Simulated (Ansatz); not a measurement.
Wavefunction ladder for BFO (`O=BF`)

```xyz
3

O    -0.280   -1.106    0.464
B    -0.006   -0.023    0.010
F     0.286    1.129   -0.473
```

Total charge 0; spin multiplicity 1. Geometry: relaxed with PBE0-D4/def2-TZVP. Frozen core, restricted reference, the Gaussian-basis code of Ansatz. CBS rows extrapolate triple and quadruple zeta.

| basis | HF (Eh) | MP2 corr. | CCSD corr. | (T) | CCSD(T) total |
| --- | --- | --- | --- | --- | --- |
| def2-SVP | ? | -0.44402 | -0.44644 | -0.01141 | ? |
| def2-TZVPP | -199.16565 | ? | -0.56416 | -0.02078 | ? |
| def2-QZVPP | -199.17525 | -0.61576 | -0.60808 | -0.02390 | -199.80723 |
| CBS(def2) | -199.17657 | -0.65206 | -0.64062 | -0.02621 | -199.84340 |
| cc-pV(D+d)Z | -199.08283 | -0.44679 | -0.44860 | -0.01164 | -199.54307 |
| cc-pV(T+d)Z | -199.15555 | -0.57056 | -0.56706 | -0.02125 | -199.74386 |
| cc-pV(Q+d)Z | -199.17193 | -0.61844 | -0.61062 | -0.02396 | -199.80651 |
| CBS(cc) | -199.17687 | ? | ? | -0.02589 | ? |

Task: Fill in the withheld values. (An estimate is asked.)

Result: The calculation gave: def2-SVP HF (Eh): -198.91789; def2-SVP CCSD(T) total: -199.37574; def2-TZVPP MP2 corr.: -0.56676; def2-TZVPP CCSD(T) total: -199.75059; CBS(cc) MP2 corr.: -0.65252; CBS(cc) CCSD corr.: -0.64163; CBS(cc) CCSD(T) total: -199.84439.
